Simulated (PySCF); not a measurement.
Deuteron quadrupole couplings in `C#CC(C)C`

C₅H₈.
Cartesian coordinates in Å at the PBE0-D3(BJ)/def2-SVP level; atoms count from 1:
```xyz
13
C5H8 angstrom
C      2.2105   -1.1387   -0.4458
C      1.2090   -0.5964   -0.0329
C     -0.0107    0.0593    0.4414
C     -1.2458   -0.7920    0.1369
C     -0.1374    1.4704   -0.1381
H      3.0994   -1.6197   -0.8087
H      0.0787    0.1490    1.5397
H     -1.1577   -1.7951    0.5779
H     -1.3767   -0.9091   -0.9498
H     -2.1499   -0.3126    0.5423
H     -0.2316    1.4317   -1.2342
H      0.7428    2.0825    0.1050
H     -1.0306    1.9707    0.2662
```

Level: PBE0/pcSseg-1 (PySCF, non-relativistic); Q(2H) = 0.00286 b; rigid geometry, the same for H and D, with no vibrational averaging.

Question: Rank these positions by the coupling χzz of a deuteron there, largest first.
A. H9 (methyl hydrogen)
B. H7 (methine hydrogen)
C. H6 (alkyne hydrogen)

Answer: C (232 kHz), A (195 kHz), B (186 kHz).

Give the electric field gradient Vzz (the principal value of largest size), its asymmetry and the 2H coupling at each hydrogen.

```json
{"atom": "H6", "bonded to": "C1", "bond length (Å)": "1.074", "Vzz (au)": "0.3452", "η": "0.00", "χzz (kHz)": "232"}
{"atom": "H7", "bonded to": "C3", "bond length (Å)": "1.106", "Vzz (au)": "0.2768", "η": "0.01", "χzz (kHz)": "186"}
{"atom": "H8", "bonded to": "C4", "bond length (Å)": "1.099", "Vzz (au)": "0.2927", "η": "0.03", "χzz (kHz)": "197"}
{"atom": "H9", "bonded to": "C4", "bond length (Å)": "1.101", "Vzz (au)": "0.2898", "η": "0.03", "χzz (kHz)": "195"}
{"atom": "H10", "bonded to": "C4", "bond length (Å)": "1.101", "Vzz (au)": "0.2915", "η": "0.03", "χzz (kHz)": "196"}
{"atom": "H11", "bonded to": "C5", "bond length (Å)": "1.101", "Vzz (au)": "0.2899", "η": "0.03", "χzz (kHz)": "195"}
{"atom": "H12", "bonded to": "C5", "bond length (Å)": "1.099", "Vzz (au)": "0.2927", "η": "0.03", "χzz (kHz)": "197"}
{"atom": "H13", "bonded to": "C5", "bond length (Å)": "1.101", "Vzz (au)": "0.2915", "η": "0.03", "χzz (kHz)": "196"}
```

Give the 2H NMR doublet splittings at H8 for a magnetic field along the z, y and x axes of the gradient: 3χ/2, 3χ(1 + η)/4, 3χ(1 − η)/4.

With |χ| = 196.7 kHz and η = 0.028: 295, 152 and 143 kHz, to first order and without motion.

Isolated species at its PBE0-D3(BJ)/def2-SVP geometry, gas phase. With a basis this small, the couplings can be 20 % off.
